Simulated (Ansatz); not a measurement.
Crystal: Zr2O5, cubic X2O5 type, 14 atoms in the cell.

Space group Pn-3m, simple cubic cell, positions in fractions of the edge: Zr (0 0 0), (0.5 0.5 0), (0.5 0 0.5), (0 0.5 0.5); O (0.5 0 0), (0 0.5 0), (0 0 0.5), (0.5 0.5 0.5), (0.75 0.75 0.25), (0.75 0.25 0.75), (0.25 0.75 0.75), (0.75 0.25 0.25), (0.25 0.75 0.25), (0.25 0.25 0.75).

Method: PBE, plane waves, PAW datasets (generated soft set 1) (Ansatz 0.2.0 development build).

Cutoff 420 eV; k-mesh 21×21×21 Γ-centred; Fermi–Dirac smearing of 0.0612 eV; no spin polarisation.

The fit to the energies gives V₀ = 10.283 Å³/atom (a₀ = 5.241 Å), B₀ = 215 GPa, B₀′ = 4.26.

Problem. What pressure does the program print at V = 9.666 Å³/atom, and how far above the lowest computed point (V = 10.283 Å³/atom) does the energy lie?

Solution. 15.15 GPa and 27.65 meV/atom. All points:

| V (Å³/atom) | a (Å) | E − E(min) (meV/atom) | P (GPa) |
| --- | --- | --- | --- |
| 9.666 | 5.1340 | 27.65 | 15.15 |
| 9.872 | 5.1702 | 11.85 | 9.56 |
| 10.077 | 5.2058 | 2.86 | 4.53 |
| 10.283 | 5.2410 | 0.00 | 0.00 |
| 10.489 | 5.2757 | 2.66 | -4.08 |
| 10.694 | 5.3100 | 10.29 | -7.75 |
| 10.900 | 5.3438 | 22.40 | -11.05 |

The published all-electron PBE values for this crystal (mean of FLEUR and WIEN2k, k-spacing 0.06 Å⁻¹; Bosoni et al., Nat. Rev. Phys. 6, 45 (2024)) are V₀ = 10.283 Å³/atom, B₀ = 214.6 GPa, B₀′ = 4.25.

The stress includes the program's correction for the finite plane-wave basis.

This cubic structure is a model: it isn't the usual form of the substance at ambient conditions, and such phases are metastable or hypothetical. Spin polarisation is left out, and a magnetic state may lie lower.
